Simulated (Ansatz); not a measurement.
Born–Oppenheimer molecular dynamics of BClH₃ (5 atoms, charge 0, multiplicity 2). It starts at the highest image of a converged band. Of that band: The top lies less than 8 meV above the higher end, about what the thresholds resolve: that end is a shoulder or a very shallow well. A vibrational analysis at the climbing image gives no mode beyond 40i cm⁻¹: the surface is too flat there to confirm a saddle point.

Method: Ansatz, UKS PBE-D4/6-31G.

```json
{
 "ensemble": "NVE (velocity Verlet)",
 "time step": "0.5 fs",
 "steps asked": "200",
 "starting velocities drawn for": "300 K",
 "seed": "11139"
}
```

First frame:

```xyz
5
Properties=species:S:1:pos:R:3
H -1.043 -2.647 1.682
B 0.275 0.820 -0.349
Cl 0.123 -0.812 -1.084
H 1.299 1.076 0.214
H -0.654 1.563 -0.463
```

**Question.** How far do the bonds stretch over the last three quarters of this one trajectory? (Pairs bonded in most of those frames.)

**Answer.** 
```csv
bond,mean (Å),spread (Å),shortest,longest
B2–Cl3,1.800,0.026,1.76,1.83
B2–H4,1.200,0.033,1.15,1.25
B2–H5,1.200,0.027,1.15,1.25
```

Mean temperature of the second half: 161 K. The conserved energy stayed within 0.17 meV per atom of its start (net change 0.11 meV per atom), so the integration is sound. The temperature averaged 0.54 of the 300 K drawn at the start: a run that starts near a minimum puts about half its kinetic energy into the potential. A run of 0.1 ps of so small a system gives no equilibrium averages. Limits of this set-up: no polarisation functions.

Run time: 2.4 min on 1 thread of Arm Neoverse V2, on a shared host, peak memory 0.18 GiB.
